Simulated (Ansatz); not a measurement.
# HCl ··· HCl

The pair of HCl (SMILES Cl, atoms 1–2) and HCl (SMILES Cl, atoms 3–4), both closed shells, in one local arrangement (a lower one may exist), relaxed at PBE0-D4/def2-TZVP:

| atom | x (Å) | y (Å) | z (Å) |
| --- | --- | --- | --- |
| Cl1 | -0.3093 | 0.3956 | -2.1280 |
| H2 | 0.0183 | -0.1331 | -1.0027 |
| Cl3 | 0.4176 | -0.6794 | 1.3768 |
| H4 | -0.1265 | 0.4169 | 1.7538 |

Computed with Ansatz 0.2.0 (basis: def2-TZVPPD, with def2-QZVPPD for the basis limit); correlated methods freeze the cores. B3LYP uses VWN-RPA correlation. Extrapolation: Hartree–Fock as exp(−7.88 √X), correlation as X^−2.97. Interaction energies count from these two fragments, frozen as in the pair, with the counterpoise correction; negative means bound.

(1) What is the interaction energy by CCSD(T) at an estimated basis limit (MP2 extrapolated from triple and quadruple zeta, plus CCSD(T) − MP2 in triple zeta)? (Judge from chemistry; the value comes from the calculation.)

(2) Which atoms make the shortest contact between the fragments?

No T1 diagnostic of these runs exceeds 0.007.

Results:

(1) Computed: -7.8 kJ/mol. Hartree–Fock alone gives -0.3 kJ/mol at the basis limit. It counts from the two fragments frozen as in the pair.

The same quantity by other methods in triple zeta, and each one's difference from that estimate:
```tsv
method	E_int (kJ/mol)	difference
PBE-D4	-10.6	-2.8
revPBE-D4	-8.6	-0.8
BLYP-D4	-8.6	-0.8
r2SCAN-D4	-8.9	-1.1
B97M-V	-9.0	-1.1
PBE0-D4	-9.5	-1.6
B3LYP-D4	-8.7	-0.9
HSE06-D4	-9.5	-1.7
wB97X-V	-7.8	0.0
wB97M-V	-7.6	0.2
B2PLYP	-5.9	1.9
HF	-0.2	7.7
MP2	-7.5	0.3
CCSD	-5.0	2.8
CCSD(T)	-6.1	1.8
```
Differences are method less estimate.

(2) H2 and Cl3, 2.47 Å apart.

Basis-set superposition shift (counterpoise-corrected less uncorrected): CCSD(T) 1.9; MP2 1.8; HF 0.3; PBE0-D4 0.3; wB97M-V 0.3 kJ/mol.

For scale, one of the runs: CCSD(T)/def2-TZVPPD, 136 basis functions, launched by `ansatz run in.yaml --threads 2 --pin off --events-out ev --progress --plain --max-ram 5222MiB`. Time: 4 s of wall clock on 2 CPU threads of an AMD EPYC 9R14; the host was shared. Peak host memory: 0.66 GiB.
